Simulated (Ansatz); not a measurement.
# CN: the cost of one run

Computed with Ansatz 0.2.0 (the levels named in each step, unless a step's input says otherwise).

**1. The system as given**

Bond lengths: C1–N2 1.200 Å.

As a file:

```xyz
2

C     0.0000    0.0000    0.0000
N     0.0000    0.0000    1.2002
```

**2. A rough first relaxation, PBE-D4/def2-SVPD**

The input, input.yaml:

```yaml
crystal:
  periodic: [false, false, false]
  atoms:
    - { symbol: C, position_ang: [0.0, 0.0, 0.0] }
    - { symbol: "N", position_ang: [0.0, 0.0, 1.20021] }
total_charge: -1
basis:
  gaussian: { orbitals: def2-SVPD }
hamiltonian:
  xc: pbe
  dispersion: d4
relax:
  f_tol: 0.03
  max_steps: 200
```

Command:

```sh
$ ansatz run input.yaml --threads 2 --pin off --max-ram 5120MiB --backend cpu --events-out ev --progress --plain --runs-dir out
```

Q: Estimate wall time and peak memory on 2 threads of Arm Neoverse N1, shared host.

About 1.2 s, with a peak of 0.079 GiB.
